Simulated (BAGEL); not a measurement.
**BNH4 (BH2(NH2)): HF/6-31G(d) (density fitting with qzvpp-jkfit, spherical functions)**

What is the energy change on altering one bond length of BNH4 (BH2(NH2)) at HF/6-31G* (density fitting with qzvpp-jkfit, spherical functions)? 

The results are computed with BAGEL 1.2.2.

1 further run of the same task is left out (it didn't finish).

## 1. Starting point

BNH4 has 6 atoms, charge 0, and is taken as a singlet. As SMILES, `[H]B([H])N`. Geometry: relaxed at GFN2-xTB.

Bond lengths: B1–N4 1.378 Å, B1–H2 1.171 Å, B1–H3 1.171 Å, N4–H5 1.007 Å, N4–H6 1.007 Å. Angles: B1–N4–H5 123.8°, B1–N4–H6 123.7°, H2–B1–N4 118.8°, H3–B1–N4 119.0°, H5–N4–H6 112.5°, H2–B1–H3 122.1°.

## 2. The energy at HF/6-31G(d) (density fitting with qzvpp-jkfit, spherical functions)

Input file calc.json:

```json
{ "bagel": [

{
  "title": "molecule",
  "basis": "6-31gs.json",
  "df_basis": "qzvpp-jkfit",
  "angstrom": true,
  "geometry": [
    { "atom": "B", "xyz": [       0.341950,       0.595150,       0.003650 ] },
    { "atom": "H", "xyz": [       1.330110,       0.674300,       0.627440 ] },
    { "atom": "H", "xyz": [      -0.078600,       1.496820,      -0.614110 ] },
    { "atom": "N", "xyz": [      -0.345390,      -0.598720,      -0.003870 ] },
    { "atom": "H", "xyz": [      -1.199300,      -0.750580,      -0.515060 ] },
    { "atom": "H", "xyz": [      -0.048780,      -1.416960,       0.501960 ] }
  ]
},

{
  "title": "hf"
},

{
  "title": "print",
  "file": "orbitals.molden",
  "orbitals": true
}

]}
```

The basis set 6-31G* is read from a file made from the Basis Set Exchange's data (not shown).

Launch:

```
$ BAGEL_NUM_THREADS=1 BAGEL calc.json > calc.out
```

Log:

```text
* using 1 threads per process

  ===============================================================
  ===============================================================

  *** Geometry ***

  { "atom" : "B", "xyz" : [      0.646192,      1.124671,      0.006898 ] },
  { "atom" : "H", "xyz" : [      2.513544,      1.274242,      1.185690 ] },
  { "atom" : "H", "xyz" : [     -0.148532,      2.828580,     -1.160500 ] },
  { "atom" : "N", "xyz" : [     -0.652693,     -1.131417,     -0.007313 ] },
  { "atom" : "H", "xyz" : [     -2.266349,     -1.418391,     -0.973322 ] },
  { "atom" : "H", "xyz" : [     -0.092181,     -2.677666,      0.948567 ] },

  Number of auxiliary basis functions:      224

  Since a DF basis is specified, we compute 2- and 3-index integrals:
    o Being stored without compression. Storage requirement is 0.002 GB

  Number of basis functions:       36
  Number of electrons      :       16

    * METHOD: MOLECULE                             0.03

  *** RHF ***

  === Nuclear Repulsion ===
    32.5354765644

      * DIIS with orbital gradients will be used.

  === RHF iteration (6-31gs.json) ===
      0        -81.36348260          0.03754534           0.00
      1        -81.45522941          0.01928700           0.00
      2        -81.48642994          0.00279029           0.00
      3        -81.48721725          0.00043187           0.00
      4        -81.48723410          0.00005553           0.00
      5        -81.48723469          0.00000874           0.00
      6        -81.48723470          0.00000203           0.00
      7        -81.48723470          0.00000035           0.00
      8        -81.48723470          0.00000010           0.00
      9        -81.48723470          0.00000003           0.00
     10        -81.48723470          0.00000001           0.00
    * SCF iteration converged.

    * Permanent dipole moment:
           (    0.362437,     0.628291,     0.003802) a.u.

    * METHOD: HF                                   0.06

    * METHOD: PRINT                                0.00

  ===============================================================
```

It took 0.28 s on 1 thread of Arm Neoverse V2, shared host.

## 3. The distorted shape at the same level

Input file calc.json:

```json
{ "bagel" : [

{
  "title" : "molecule",
  "basis" : "6-31gs.json",
  "df_basis" : "qzvpp-jkfit",
  "angstrom" : "true",
  "geometry" : [
    { "atom" : "B", "xyz" : [    0.045529,    0.571407,   -0.183470 ] },
    { "atom" : "H", "xyz" : [    1.330110,    0.674300,    0.627440 ] },
    { "atom" : "H", "xyz" : [   -0.375021,    1.473077,   -0.801230 ] },
    { "atom" : "N", "xyz" : [   -0.641811,   -0.622463,   -0.190990 ] },
    { "atom" : "H", "xyz" : [   -1.495721,   -0.774323,   -0.702180 ] },
    { "atom" : "H", "xyz" : [   -0.345201,   -1.440703,    0.314840 ] }
  ]
},
{
  "title" : "hf"
},
{
  "title" : "print",
  "file" : "orbitals.molden",
  "orbitals" : "true"
}

]}
```

The basis set 6-31G* is read from a file made from the Basis Set Exchange's data (not shown).

Launch:

```
$ BAGEL_NUM_THREADS=1 BAGEL calc.json > calc.out
```

Log:

```text
* using 1 threads per process

  ===============================================================
  ===============================================================

  *** Geometry ***

  { "atom" : "B", "xyz" : [      0.086037,      1.079803,     -0.346708 ] },
  { "atom" : "H", "xyz" : [      2.513544,      1.274242,      1.185690 ] },
  { "atom" : "H", "xyz" : [     -0.708687,      2.783712,     -1.514105 ] },
  { "atom" : "N", "xyz" : [     -1.212847,     -1.176285,     -0.360919 ] },
  { "atom" : "H", "xyz" : [     -2.826503,     -1.463258,     -1.326928 ] },
  { "atom" : "H", "xyz" : [     -0.652335,     -2.722534,      0.594961 ] },

  Number of auxiliary basis functions:      224

  Since a DF basis is specified, we compute 2- and 3-index integrals:
    o Being stored without compression. Storage requirement is 0.002 GB

  Number of basis functions:       36
  Number of electrons      :       16

    * METHOD: MOLECULE                             0.03

  *** RHF ***

  === Nuclear Repulsion ===
    31.7446674700

      * DIIS with orbital gradients will be used.

  === RHF iteration (6-31gs.json) ===
      0        -81.33024605          0.03736717           0.00
      1        -81.42336828          0.01950973           0.00
      2        -81.45555783          0.00281882           0.00
      3        -81.45646111          0.00045392           0.00
      4        -81.45648207          0.00007261           0.00
      5        -81.45648326          0.00001431           0.00
      6        -81.45648330          0.00000413           0.00
      7        -81.45648330          0.00000096           0.00
      8        -81.45648331          0.00000021           0.00
      9        -81.45648331          0.00000006           0.00
     10        -81.45648331          0.00000001           0.00
     11        -81.45648331          0.00000000           0.00
    * SCF iteration converged.

    * Permanent dipole moment:
           (    0.602321,     0.667855,     0.147789) a.u.

    * METHOD: HF                                   0.06

    * METHOD: PRINT                                0.00

  ===============================================================
```

Wall time 0.26 s (1 thread of Arm Neoverse V2, shared host).

## 4. Summary of results

At HF/6-31G* (density fitting with qzvpp-jkfit, spherical functions):

```
                                                         quantity         value
                                        first shape: total energy  -81.48723 Eh
                                       first shape: dipole moment        1.84 D
                                         first shape: HOMO energy     -11.80 eV
                                         first shape: LUMO energy       4.80 eV
                                       first shape: HOMO–LUMO gap      16.60 eV
                                    distorted shape: total energy  -81.45648 Eh
                                   distorted shape: dipole moment        2.32 D
                                     distorted shape: HOMO energy     -11.38 eV
                                     distorted shape: LUMO energy       4.61 eV
                                   distorted shape: HOMO–LUMO gap      16.00 eV
energy change with the B1–H2 bond stretched from 1.171 to 1.523 Å      0.837 eV
```

In words: With the B1–H2 bond stretched from 1.171 to 1.523 Å the energy rises by 0.84 eV (80.7 kJ/mol). The first shape isn't relaxed at this level, so the change isn't measured from a minimum.
